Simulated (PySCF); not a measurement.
Stepwise substitution at one centre (B Cl-I). Gas-phase values, no solvent. Strings in code marks are SMILES.

The brightest of the four lowest singlets (TDA) from two functionals at the same geometries (CAM-B3LYP-D3(BJ)/def2-TZVP), both in PySCF: PBE-D3(BJ)/def2-TZVP and CAM-B3LYP-D3(BJ)/def2-TZVP. Excitations are Tamm–Dancoff values on a coarser integration grid. The basis has no diffuse functions, so Rydberg states are missing or too high.

```tsv
species	PBE-D3(BJ)/def2-TZVP (eV)	CAM-B3LYP-D3(BJ)/def2-TZVP (eV)
0 of 3 Cl replaced by I	6.70	7.38
1 of 3 Cl replaced by I (`ClB(Cl)I`)	4.97	5.61
2 of 3 Cl replaced by I (`ClB(I)I`)	4.48	5.10
3 of 3 Cl replaced by I (`IB(I)I`)	4.32	4.89
```

Over these rows, drawn at random from the members with no instability flagged (it was tested for open shells, ions and some series alone), PBE minus CAM-B3LYP-D3(BJ): mean -0.63 eV, from -0.68 eV to -0.57 eV.
